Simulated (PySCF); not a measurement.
# How the method changes the constants of NO

State: ²Π (doublet), unpaired electrons π ↑. Set-up: PySCF, no relativity, basis sets N def2-TZVPP, O def2-TZVPP. De refers to N + O in their high-spin ground configurations, without counterpoise correction. The functionals are run spin-unrestricted. A positive dipole means N(−)O(+). Levels whose curve was spin-contaminated or gave no clean fit are not listed.

| Level | Re (Å) | ωe (cm⁻¹) | De (eV) | μ (D) | CPU s a point (SCF and correlation, without the integrals) |
| --- | --- | --- | --- | --- | --- |
| UHF-CCSD | 1.146 | 1989 | 5.86 | n/a | n/a |
| PBE | 1.158 | 1892 | 7.46 | 0.21 | 0.75 |
| PBEsol | 1.154 | 1919 | 7.86 | 0.22 | 0.47 |
| TPSS | 1.157 | 1892 | 6.78 | 0.17 | 0.95 |
| r²SCAN | 1.148 | 1959 | 6.60 | 0.16 | 1.9 |
| PBE0 | 1.140 | 2031 | 6.64 | 0.14 | 2 |
| B97-3 | 1.141 | 2021 | 6.72 | 0.14 | 0.63 |
| M06 | 1.139 | 2028 | 6.44 | 0.14 | 1.1 |
| LC-ωPBE | 1.137 | 2074 | 6.80 | 0.15 | 1.7 |

(1) What does a quarter of exact exchange do here, going from PBE to PBE0?

(2) What does the step from GGA to meta-GGA do here, going from PBE to r²SCAN?

Correlated steps freeze 2 core orbitals. The state was picked by a PBE0 search and need not be the measured ground state.

The whole job (state search and all levels along the bond) took about 3.4 min on 1 thread of Intel Xeon Platinum 8488C (shared host), peak memory 1.1 GiB.

## Answers

(1) PBE0 less PBE: -1.8 pm in Re, +7.3 % in ωe, -0.82 eV in De. Exact exchange removes part of the self-interaction that spreads semilocal densities, and in most molecules shortens and stiffens the bond and lowers De; so it does here.

(2) r²SCAN less PBE: -1.0 pm in Re, +3.5 % in ωe, -0.86 eV in De.
